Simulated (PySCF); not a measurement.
Simulated C 1s region for `CC#CCCF`, binding energy against the vacuum level.

Every computed line was given a Gaussian of 0.4 eV full width at half maximum and an area set by the number of equivalent atoms; the highest printed point is 100. Theory: delta-SCF UKS SCAN, pcX-2 on the ionised atom, pcseg-1 elsewhere, spin-free X2C in PySCF 2.14.0.

(binding energy (eV), intensity): (289.6, 1), (289.7, 4), (289.8, 13), (289.9, 36), (290.0, 69), (290.1, 95), (290.2, 94), (290.3, 67), (290.4, 34), (290.5, 12), (290.6, 3), (290.7, 1), (290.8, 0), (290.9, 0), (291.0, 0), (291.1, 2), (291.2, 8), (291.3, 26), (291.4, 58), (291.5, 91), (291.6, 100), (291.7, 78), (291.8, 43), (291.9, 17), (292.0, 5), (292.1, 1), (292.2, 0), (292.3, 0), (292.4, 0), (292.5, 0), (292.6, 2), (292.7, 6), (292.8, 17), (292.9, 34), (293.0, 48), (293.1, 48), (293.2, 34), (293.3, 17), (293.4, 6), (293.5, 2), (293.6, 0)

Problem. Count the maxima, the lines and the sites behind this envelope.

Solution. The curve has 3 maxima (at 290.1, 291.6 and 293.0 eV). Under it lie 5 lines from 5 inequivalent carbon sites. At this width some lines have no maximum of their own.

Problem. Decompose the envelope and assign each component. Numbering: `[CH3:1][C:2]#[C:3][CH2:4][CH2:5][F:6]`.

Solution. 
```csv
position (eV),relative area,line,atoms,environment
290.11,1,C 1s,C3,alkyne carbon
290.18,1,C 1s,C2,alkyne carbon
291.58,1,C 1s,C4,propargylic carbon
291.58,1,C 1s,C1,propargylic carbon
293.05,1,C 1s,C5,sp3 C–F carbon
```

Problem. What are the centre and the root-mean-square width of the whole band?

Solution. The area-weighted mean of the lines is 291.30 eV. Their own spread about it is 1.08 eV (rms) and each Gaussian has σ = 0.4/2.355 = 0.17 eV; the variances add, which gives 1.10 eV.

The listed C 1s values span 2.94 eV, from C3 (bonded to C (triple bond) and C) to C5 (bonded to F, C and 2 H). The widest gap between neighbouring values is 1.47 eV, between 291.58 and 293.05 eV. Summing the Pauling electronegativity differences to the bonded atoms, each weighted by its formal bond order, gives 0.00 for the lowest site and +0.73 for the highest; no listed site has a larger sum than the highest. The smallest sum, -1.05, belongs to C1, 1.47 eV above the lowest. The values 291.58 and 291.58 eV lie too close for their order to be trusted.

No satellites, vibrations or lifetime broadening are included. Geometry: GFN2-xTB, one conformer, isolated molecule.

Shape of the structure used: `[CH3:1][C:2]#[C:3][CH2:4][CH2:5][F:6]`: C3–C4–C5–F6 180°.
